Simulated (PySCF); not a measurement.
F2.
Geometry (PBE0-D3(BJ)/def2-SVP, Å), atoms numbered from 1 in this order:
```xyz
2
F2 angstrom
F     -0.3847    0.4865   -0.1570
F      0.4289   -0.5767    0.1631
```

Method: core-valence-separated Tamm–Dancoff BHandHLYP/aug-pcX-1 in PySCF, non-relativistic, gas phase, PBE0-D3(BJ)/def2-SVP geometry. The energies are unshifted.

Question: Give energies, oscillator strengths and core holes at the F K edge.

Answer: 
```tsv
E (eV)	f	core hole on	main final orbital	polarisation
679.03	0.1561	F1/F2	LUMO (93 %)	along the axis
679.06	0.0000	F1/F2	LUMO (93 %)	–
691.33	0.0091	F1/F2	LUMO+1 (2 roots, f summed)	along the axis
692.22	0.0280	F1/F2	LUMO+2/LUMO+3 (4 roots, f summed)	across the axis
693.02	0.0001	F1/F2	LUMO+4 (2 roots, f summed)	–
```

The first line with a tenth or more of the strongest one's intensity is at 679.03 eV (f = 0.156), with the hole on F1/F2 (fluorine bonded to F), polarised along the axis. It is also the strongest listed.

Roots within 0.03 eV whose holes lie on the same, on equivalent or on shared atoms are summed into one line, and the highest roots are left out, as the search may have cut off their partners. Final orbitals are the ground state's empty Kohn–Sham orbitals. A dash: too weak, shared between unlike atoms, or no plane or axis to refer to.

Question: What length of transition dipole belongs to the line at 679.03 eV?

Answer: From f = (2/3) ΔE |μ|² in atomic units, with ΔE = 24.954 Eh and f = 0.1561: |μ| = 0.097 au = 0.25 D.

The ionisation thresholds weren't computed; near and above them a finite basis only mimics Rydberg series and continuum.

On an Arm Neoverse V2 with one thread (shared host), this took 0.36 s and 0.27 GiB of memory at its peak.
